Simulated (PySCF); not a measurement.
## Molecular orbitals of BO

PBE0 at R = 1.207 Å; PySCF, no relativity, basis sets B aug-pcseg-1, O aug-pcseg-1. State: ²Σ⁺ (doublet), unpaired electrons σ ↑. Only the outer orbitals are listed, counted within each symmetry.

```json
{"spin": "α", "orbital": "3σ", "occ.": "1", "ε (eV)": "-28.25", "on B (%)": "25", "main shells (%)": "72 O s, 14 B s, 10 B p"}
{"spin": "α", "orbital": "4σ", "occ.": "1", "ε (eV)": "-12.84", "on B (%)": "31", "main shells (%)": "54 O p, 28 B s, 15 O s"}
{"spin": "α", "orbital": "1π", "occ.": "1", "ε (eV)": "-10.70", "on B (%)": "24", "main shells (%)": "76 O p, 23 B p"}
{"spin": "α", "orbital": "1π", "occ.": "1", "ε (eV)": "-10.70", "on B (%)": "24", "main shells (%)": "76 O p, 23 B p"}
{"spin": "α", "orbital": "5σ", "occ.": "1", "ε (eV)": "-9.97", "on B (%)": "90", "main shells (%)": "51 B s, 38 B p, 9 O p"}
{"spin": "α", "orbital": "2π", "occ.": "0", "ε (eV)": "-0.66", "on B (%)": "92", "main shells (%)": "85 B p, 9 O p"}
{"spin": "α", "orbital": "2π", "occ.": "0", "ε (eV)": "-0.66", "on B (%)": "92", "main shells (%)": "85 B p, 9 O p"}
{"spin": "β", "orbital": "3σ", "occ.": "1", "ε (eV)": "-28.23", "on B (%)": "24", "main shells (%)": "74 O s, 13 B s, 10 B p"}
{"spin": "β", "orbital": "4σ", "occ.": "1", "ε (eV)": "-12.44", "on B (%)": "21", "main shells (%)": "64 O p, 15 O s, 15 B s"}
{"spin": "β", "orbital": "1π", "occ.": "1", "ε (eV)": "-10.72", "on B (%)": "17", "main shells (%)": "82 O p, 16 B p"}
{"spin": "β", "orbital": "1π", "occ.": "1", "ε (eV)": "-10.72", "on B (%)": "17", "main shells (%)": "82 O p, 16 B p"}
{"spin": "β", "orbital": "5σ", "occ.": "0", "ε (eV)": "-4.43", "on B (%)": "97", "main shells (%)": "70 B s, 27 B p"}
{"spin": "β", "orbital": "2π", "occ.": "0", "ε (eV)": "0.30", "on B (%)": "109", "main shells (%)": "109 B p"}
{"spin": "β", "orbital": "2π", "occ.": "0", "ε (eV)": "0.30", "on B (%)": "109", "main shells (%)": "109 B p"}
```

Task: Which are the highest filled and the lowest empty level, where do they sit, and how wide is the gap?

Result: Highest filled α 5σ at -9.97 eV (in %: 51 B s, 38 B p, 9 O p); lowest empty β 5σ at -4.43 eV (in %: 70 B s, 27 B p); the gap at PBE0 is 5.54 eV.

- bond order (Mayer): 2.05
- ⟨S²⟩: 0.762
- charge on B (Mulliken, basis-dependent): 0.30
- charge on B (Löwdin, basis-dependent): 0.42
- dipole moment (positive dipole means B(−)O(+)): -2.43 D
- polarisability along the bond: 19.0 bohr³
- polarisability across the bond: 15.3 bohr³

Shares are Mulliken populations and can fall outside 0 to 100 %.

The state is the lowest determinant that a PBE0 search found; another state may lie lower at other levels.
